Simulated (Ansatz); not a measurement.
Reaction: BSiH5 (SMILES B[SiH3]) → BH2 (SMILES [BH2], doublet) + SiH3 (SMILES [SiH3], doublet) (the B-Si bond breaks)
Each species at its own B3LYP-D3(BJ)/def2-TZVP minimum (Ansatz, an electronic-structure program).

Total energies in hartree (Ansatz). Open shells are spin-unrestricted; no spin-orbit coupling. Cores are frozen in correlated methods. No relativity.

```csv
species,HF/cc-pV(T+d)Z,CCSD(T)/cc-pV(T+d)Z,HF/cc-pV(Q+d)Z,CCSD(T)/cc-pV(Q+d)Z,CCSDT(Q)/cc-pV(T+d)Z
"1: BSiH5 (boranylsilane, SMILES [SiH3]B)",-316.50619,-316.79042,-316.51148,-316.80876,-316.79189
"2: BH2 (SMILES [BH2], doublet)",-25.76030,-25.86304,-25.76199,-25.86898,-25.86351
"3: SiH3 (SMILES [SiH3], doublet)",-290.64257,-290.78856,-290.64619,-290.79897,-290.78943
```

### Question
Work out the bond dissociation energy (electronic) in kcal/mol: take Hartree-Fock from cc-pV(Q+d)Z, extrapolate the CCSD(T) correlation energy as X^-3 (X = 3, 4), and add CCSDT(Q) - CCSD(T) in cc-pV(T+d)Z. 1 hartree = 627.51 kcal/mol.

### Answer

Species 1: correlation (64·(-0.29728) - 27·(-0.28423))/37 = -0.30680; step -0.00147; E1 = -316.51148 + (-0.30680) + (-0.00147) = -316.81975
Species 2: correlation (64·(-0.10699) - 27·(-0.10274))/37 = -0.11009; step -0.00047; E2 = -25.76199 + (-0.11009) + (-0.00047) = -25.87255
Species 3: correlation (64·(-0.15278) - 27·(-0.14599))/37 = -0.15773; step -0.00087; E3 = -290.64619 + (-0.15773) + (-0.00087) = -290.80479
-1·E1 +1·E2 +1·E3 = 0.14241 hartree = 89.4 kcal/mol.
